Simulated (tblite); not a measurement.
Compound: C3H5NO.
Numbering: `[CH2:1]=[N:2][C:3]([CH3:4])=[O:5]` (hydrogens: H6, H7 on C1; H8, H9, H10 on C4)

Computed with GFN2-xTB (tblite), gas phase: Langevin dynamics at 200 K from the optimised GFN2-xTB geometry, time step 0.5 fs, friction 0.01 fs⁻¹, 2000 steps. The instantaneous temperature is 2·E(kin)/(3Nk) with all 3N coordinates.

```json
{"t (fs)": "0", "T (K)": "170", "E(pot) above start (eV)": "0.000", "C1=N2 (Å)": "1.246", "N2–C3 (Å)": "1.363", "C3–C4 (Å)": "1.515", "C3=O5 (Å)": "1.206", "C1–H6 (Å)": "1.091", "C1–N2–C3–C4 (°)": "101"}
{"t (fs)": "25", "T (K)": "76", "E(pot) above start (eV)": "0.156", "C1=N2 (Å)": "1.257", "N2–C3 (Å)": "1.376", "C3–C4 (Å)": "1.534", "C3=O5 (Å)": "1.188", "C1–H6 (Å)": "1.108", "C1–N2–C3–C4 (°)": "97"}
{"t (fs)": "50", "T (K)": "150", "E(pot) above start (eV)": "0.104", "C1=N2 (Å)": "1.250", "N2–C3 (Å)": "1.361", "C3–C4 (Å)": "1.515", "C3=O5 (Å)": "1.212", "C1–H6 (Å)": "1.097", "C1–N2–C3–C4 (°)": "98"}
{"t (fs)": "75", "T (K)": "144", "E(pot) above start (eV)": "0.198", "C1=N2 (Å)": "1.230", "N2–C3 (Å)": "1.378", "C3–C4 (Å)": "1.534", "C3=O5 (Å)": "1.224", "C1–H6 (Å)": "1.090", "C1–N2–C3–C4 (°)": "87"}
{"t (fs)": "100", "T (K)": "173", "E(pot) above start (eV)": "0.183", "C1=N2 (Å)": "1.240", "N2–C3 (Å)": "1.398", "C3–C4 (Å)": "1.493", "C3=O5 (Å)": "1.182", "C1–H6 (Å)": "1.105", "C1–N2–C3–C4 (°)": "91"}
{"t (fs)": "125", "T (K)": "158", "E(pot) above start (eV)": "0.195", "C1=N2 (Å)": "1.271", "N2–C3 (Å)": "1.401", "C3–C4 (Å)": "1.511", "C3=O5 (Å)": "1.205", "C1–H6 (Å)": "1.099", "C1–N2–C3–C4 (°)": "84"}
{"t (fs)": "150", "T (K)": "174", "E(pot) above start (eV)": "0.173", "C1=N2 (Å)": "1.234", "N2–C3 (Å)": "1.370", "C3–C4 (Å)": "1.521", "C3=O5 (Å)": "1.217", "C1–H6 (Å)": "1.103", "C1–N2–C3–C4 (°)": "93"}
{"t (fs)": "175", "T (K)": "146", "E(pot) above start (eV)": "0.220", "C1=N2 (Å)": "1.247", "N2–C3 (Å)": "1.348", "C3–C4 (Å)": "1.547", "C3=O5 (Å)": "1.202", "C1–H6 (Å)": "1.112", "C1–N2–C3–C4 (°)": "94"}
{"t (fs)": "200", "T (K)": "111", "E(pot) above start (eV)": "0.258", "C1=N2 (Å)": "1.250", "N2–C3 (Å)": "1.376", "C3–C4 (Å)": "1.534", "C3=O5 (Å)": "1.194", "C1–H6 (Å)": "1.085", "C1–N2–C3–C4 (°)": "86"}
{"t (fs)": "225", "T (K)": "234", "E(pot) above start (eV)": "0.209", "C1=N2 (Å)": "1.248", "N2–C3 (Å)": "1.344", "C3–C4 (Å)": "1.530", "C3=O5 (Å)": "1.221", "C1–H6 (Å)": "1.057", "C1–N2–C3–C4 (°)": "95"}
{"t (fs)": "250", "T (K)": "212", "E(pot) above start (eV)": "0.206", "C1=N2 (Å)": "1.218", "N2–C3 (Å)": "1.394", "C3–C4 (Å)": "1.553", "C3=O5 (Å)": "1.214", "C1–H6 (Å)": "1.092", "C1–N2–C3–C4 (°)": "112"}
{"t (fs)": "275", "T (K)": "219", "E(pot) above start (eV)": "0.233", "C1=N2 (Å)": "1.252", "N2–C3 (Å)": "1.370", "C3–C4 (Å)": "1.504", "C3=O5 (Å)": "1.189", "C1–H6 (Å)": "1.125", "C1–N2–C3–C4 (°)": "113"}
{"t (fs)": "300", "T (K)": "198", "E(pot) above start (eV)": "0.135", "C1=N2 (Å)": "1.252", "N2–C3 (Å)": "1.345", "C3–C4 (Å)": "1.508", "C3=O5 (Å)": "1.214", "C1–H6 (Å)": "1.112", "C1–N2–C3–C4 (°)": "104"}
{"t (fs)": "325", "T (K)": "160", "E(pot) above start (eV)": "0.145", "C1=N2 (Å)": "1.254", "N2–C3 (Å)": "1.366", "C3–C4 (Å)": "1.556", "C3=O5 (Å)": "1.216", "C1–H6 (Å)": "1.099", "C1–N2–C3–C4 (°)": "107"}
{"t (fs)": "350", "T (K)": "175", "E(pot) above start (eV)": "0.093", "C1=N2 (Å)": "1.247", "N2–C3 (Å)": "1.357", "C3–C4 (Å)": "1.510", "C3=O5 (Å)": "1.192", "C1–H6 (Å)": "1.101", "C1–N2–C3–C4 (°)": "106"}
{"t (fs)": "375", "T (K)": "147", "E(pot) above start (eV)": "0.143", "C1=N2 (Å)": "1.251", "N2–C3 (Å)": "1.375", "C3–C4 (Å)": "1.503", "C3=O5 (Å)": "1.188", "C1–H6 (Å)": "1.091", "C1–N2–C3–C4 (°)": "106"}
{"t (fs)": "400", "T (K)": "151", "E(pot) above start (eV)": "0.202", "C1=N2 (Å)": "1.245", "N2–C3 (Å)": "1.333", "C3–C4 (Å)": "1.561", "C3=O5 (Å)": "1.215", "C1–H6 (Å)": "1.090", "C1–N2–C3–C4 (°)": "93"}
{"t (fs)": "425", "T (K)": "161", "E(pot) above start (eV)": "0.152", "C1=N2 (Å)": "1.227", "N2–C3 (Å)": "1.327", "C3–C4 (Å)": "1.517", "C3=O5 (Å)": "1.209", "C1–H6 (Å)": "1.100", "C1–N2–C3–C4 (°)": "104"}
{"t (fs)": "450", "T (K)": "166", "E(pot) above start (eV)": "0.163", "C1=N2 (Å)": "1.241", "N2–C3 (Å)": "1.364", "C3–C4 (Å)": "1.536", "C3=O5 (Å)": "1.216", "C1–H6 (Å)": "1.109", "C1–N2–C3–C4 (°)": "104"}
{"t (fs)": "475", "T (K)": "232", "E(pot) above start (eV)": "0.197", "C1=N2 (Å)": "1.277", "N2–C3 (Å)": "1.379", "C3–C4 (Å)": "1.486", "C3=O5 (Å)": "1.199", "C1–H6 (Å)": "1.114", "C1–N2–C3–C4 (°)": "111"}
{"t (fs)": "500", "T (K)": "308", "E(pot) above start (eV)": "0.164", "C1=N2 (Å)": "1.228", "N2–C3 (Å)": "1.401", "C3–C4 (Å)": "1.491", "C3=O5 (Å)": "1.201", "C1–H6 (Å)": "1.102", "C1–N2–C3–C4 (°)": "107"}
{"t (fs)": "525", "T (K)": "199", "E(pot) above start (eV)": "0.309", "C1=N2 (Å)": "1.239", "N2–C3 (Å)": "1.348", "C3–C4 (Å)": "1.463", "C3=O5 (Å)": "1.222", "C1–H6 (Å)": "1.090", "C1–N2–C3–C4 (°)": "111"}
{"t (fs)": "550", "T (K)": "264", "E(pot) above start (eV)": "0.213", "C1=N2 (Å)": "1.246", "N2–C3 (Å)": "1.334", "C3–C4 (Å)": "1.554", "C3=O5 (Å)": "1.218", "C1–H6 (Å)": "1.093", "C1–N2–C3–C4 (°)": "113"}
{"t (fs)": "575", "T (K)": "184", "E(pot) above start (eV)": "0.262", "C1=N2 (Å)": "1.241", "N2–C3 (Å)": "1.381", "C3–C4 (Å)": "1.550", "C3=O5 (Å)": "1.199", "C1–H6 (Å)": "1.078", "C1–N2–C3–C4 (°)": "112"}
{"t (fs)": "600", "T (K)": "211", "E(pot) above start (eV)": "0.218", "C1=N2 (Å)": "1.267", "N2–C3 (Å)": "1.360", "C3–C4 (Å)": "1.481", "C3=O5 (Å)": "1.209", "C1–H6 (Å)": "1.079", "C1–N2–C3–C4 (°)": "89"}
{"t (fs)": "625", "T (K)": "167", "E(pot) above start (eV)": "0.270", "C1=N2 (Å)": "1.241", "N2–C3 (Å)": "1.414", "C3–C4 (Å)": "1.529", "C3=O5 (Å)": "1.212", "C1–H6 (Å)": "1.076", "C1–N2–C3–C4 (°)": "95"}
{"t (fs)": "650", "T (K)": "186", "E(pot) above start (eV)": "0.238", "C1=N2 (Å)": "1.246", "N2–C3 (Å)": "1.347", "C3–C4 (Å)": "1.509", "C3=O5 (Å)": "1.217", "C1–H6 (Å)": "1.088", "C1–N2–C3–C4 (°)": "107"}
{"t (fs)": "675", "T (K)": "228", "E(pot) above start (eV)": "0.219", "C1=N2 (Å)": "1.246", "N2–C3 (Å)": "1.355", "C3–C4 (Å)": "1.512", "C3=O5 (Å)": "1.195", "C1–H6 (Å)": "1.115", "C1–N2–C3–C4 (°)": "109"}
{"t (fs)": "700", "T (K)": "198", "E(pot) above start (eV)": "0.210", "C1=N2 (Å)": "1.253", "N2–C3 (Å)": "1.371", "C3–C4 (Å)": "1.519", "C3=O5 (Å)": "1.205", "C1–H6 (Å)": "1.097", "C1–N2–C3–C4 (°)": "118"}
{"t (fs)": "725", "T (K)": "241", "E(pot) above start (eV)": "0.231", "C1=N2 (Å)": "1.249", "N2–C3 (Å)": "1.337", "C3–C4 (Å)": "1.518", "C3=O5 (Å)": "1.221", "C1–H6 (Å)": "1.079", "C1–N2–C3–C4 (°)": "123"}
{"t (fs)": "750", "T (K)": "252", "E(pot) above start (eV)": "0.167", "C1=N2 (Å)": "1.246", "N2–C3 (Å)": "1.402", "C3–C4 (Å)": "1.535", "C3=O5 (Å)": "1.205", "C1–H6 (Å)": "1.108", "C1–N2–C3–C4 (°)": "121"}
{"t (fs)": "775", "T (K)": "269", "E(pot) above start (eV)": "0.182", "C1=N2 (Å)": "1.252", "N2–C3 (Å)": "1.349", "C3–C4 (Å)": "1.509", "C3=O5 (Å)": "1.192", "C1–H6 (Å)": "1.087", "C1–N2–C3–C4 (°)": "109"}
{"t (fs)": "800", "T (K)": "215", "E(pot) above start (eV)": "0.259", "C1=N2 (Å)": "1.224", "N2–C3 (Å)": "1.360", "C3–C4 (Å)": "1.479", "C3=O5 (Å)": "1.218", "C1–H6 (Å)": "1.102", "C1–N2–C3–C4 (°)": "113"}
{"t (fs)": "825", "T (K)": "249", "E(pot) above start (eV)": "0.344", "C1=N2 (Å)": "1.275", "N2–C3 (Å)": "1.396", "C3–C4 (Å)": "1.540", "C3=O5 (Å)": "1.226", "C1–H6 (Å)": "1.077", "C1–N2–C3–C4 (°)": "112"}
{"t (fs)": "850", "T (K)": "284", "E(pot) above start (eV)": "0.177", "C1=N2 (Å)": "1.240", "N2–C3 (Å)": "1.356", "C3–C4 (Å)": "1.480", "C3=O5 (Å)": "1.186", "C1–H6 (Å)": "1.077", "C1–N2–C3–C4 (°)": "107"}
{"t (fs)": "875", "T (K)": "256", "E(pot) above start (eV)": "0.223", "C1=N2 (Å)": "1.250", "N2–C3 (Å)": "1.407", "C3–C4 (Å)": "1.492", "C3=O5 (Å)": "1.206", "C1–H6 (Å)": "1.109", "C1–N2–C3–C4 (°)": "106"}
{"t (fs)": "900", "T (K)": "226", "E(pot) above start (eV)": "0.181", "C1=N2 (Å)": "1.264", "N2–C3 (Å)": "1.362", "C3–C4 (Å)": "1.504", "C3=O5 (Å)": "1.211", "C1–H6 (Å)": "1.112", "C1–N2–C3–C4 (°)": "105"}
{"t (fs)": "925", "T (K)": "239", "E(pot) above start (eV)": "0.168", "C1=N2 (Å)": "1.223", "N2–C3 (Å)": "1.350", "C3–C4 (Å)": "1.508", "C3=O5 (Å)": "1.195", "C1–H6 (Å)": "1.129", "C1–N2–C3–C4 (°)": "96"}
{"t (fs)": "950", "T (K)": "196", "E(pot) above start (eV)": "0.166", "C1=N2 (Å)": "1.259", "N2–C3 (Å)": "1.390", "C3–C4 (Å)": "1.529", "C3=O5 (Å)": "1.220", "C1–H6 (Å)": "1.096", "C1–N2–C3–C4 (°)": "83"}
{"t (fs)": "975", "T (K)": "196", "E(pot) above start (eV)": "0.278", "C1=N2 (Å)": "1.248", "N2–C3 (Å)": "1.370", "C3–C4 (Å)": "1.467", "C3=O5 (Å)": "1.192", "C1–H6 (Å)": "1.042", "C1–N2–C3–C4 (°)": "67"}
{"t (fs)": "1000", "T (K)": "244", "E(pot) above start (eV)": "0.228", "C1=N2 (Å)": "1.235", "N2–C3 (Å)": "1.401", "C3–C4 (Å)": "1.559", "C3=O5 (Å)": "1.205", "C1–H6 (Å)": "1.071", "C1–N2–C3–C4 (°)": "59"}
```

Problem. From 500 fs on, how do temperature and potential energy compare with equipartition?

Solution. The mean temperature of these 21 frames is 229 K against the target 200 K, and the mean potential energy 0.22 eV against 24 × kT/2 = 0.21 eV for 24 classical harmonic modes. For 10 atoms in a canonical ensemble the temperature itself scatters by T·√(2/(3N)) = 52 K; here its standard deviation is 35 K. The whole run lasts only 10 friction times of 100 fs, so these averages carry a wide statistical error.

Problem. What are the kinetic and total energies of the listed frame with the highest potential energy?

Solution. The one at 825 fs, 0.344 eV above the start. Its kinetic energy is 3NkT/2 = 0.322 eV at 249 K, so the sum is 0.67 eV; over the listed frames the sum runs from 0.22 to 0.67 eV, since the thermostat adds and removes energy.

Problem. How much do the listed bonds fluctuate from 500 fs on?

Solution. 
```tsv
bond	at the start (Å)	mean (Å)	standard deviation (Å)
C1=N2	1.246	1.246	0.013
N2–C3	1.363	1.371	0.024
C3–C4	1.515	1.511	0.027
C3=O5	1.206	1.207	0.011
C1–H6	1.091	1.091	0.019
```

The motion is classical and holds no zero-point motion.

What follows is the cost of the whole dynamics run. The run took 6.2 s of wall time on one thread of an Arm Neoverse V1, no GPU, on a shared host, and the process peaked at 0.18 GiB of memory.
